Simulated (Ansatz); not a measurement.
Born–Oppenheimer molecular dynamics of C4H6OS (12 atoms, charge 0, multiplicity 1). It goes on from the last frame of an earlier run, with new velocities.

Level of theory: UKS B3LYP/STO-3G (Ansatz).

- ensemble: NVT, Nosé–Hoover chain
- time step: 0.5 fs
- steps asked: 150
- set temperature: 1500 K
- thermostat: time constant 100 fs, chain length 3 (defaults)
- seed: 737680

First frame:

```xyz
12
Properties=species:S:1:pos:R:3
C 2.237 -1.196 -0.390
C 1.068 -1.293 -0.414
O -0.283 -1.669 -0.426
C -0.993 -0.651 0.385
C -1.059 0.800 -0.442
S -1.136 2.348 0.531
H 3.283 -1.197 -0.627
H -1.977 -1.103 0.556
H -0.567 -0.416 1.371
H -0.189 0.672 -1.090
H -1.906 0.805 -1.109
H 0.155 2.249 0.980
```

How far do the bonds stretch over the last three quarters of this one trajectory? (Pairs bonded in most of those frames.)


| bond | mean (Å) | spread (Å) | shortest | longest |
| --- | --- | --- | --- | --- |
| C1–C2 | 1.215 | 0.042 | 1.15 | 1.28 |
| C1–H7 | 1.081 | 0.033 | 1.02 | 1.14 |
| C2–O3 | 1.376 | 0.037 | 1.29 | 1.42 |
| O3–C4 | 1.510 | 0.024 | 1.47 | 1.55 |
| C4–C5 | 1.608 | 0.042 | 1.52 | 1.69 |
| C4–H8 | 1.118 | 0.044 | 1.05 | 1.19 |
| C4–H9 | 1.120 | 0.041 | 1.05 | 1.20 |
| C5–S6 | 1.849 | 0.019 | 1.79 | 1.88 |
| C5–H10 | 1.116 | 0.048 | 1.02 | 1.20 |
| C5–H11 | 1.124 | 0.048 | 1.03 | 1.22 |
| S6–H12 | 1.363 | 0.007 | 1.35 | 1.37 |

Mean temperature of the second half: 979 K. The conserved energy stayed within 0.97 meV per atom of its start (net change 0.82 meV per atom), so the integration is sound. The mean temperature of the second half is 35 % below the set value. A run of 0.075 ps of so small a system gives no equilibrium averages. Limits of this set-up: minimal basis.

Time of the run: 6 min on 1 thread of Intel(R) Xeon(R) 6975P-C (Granite Rapids) (shared host), peak memory 0.17 GiB.
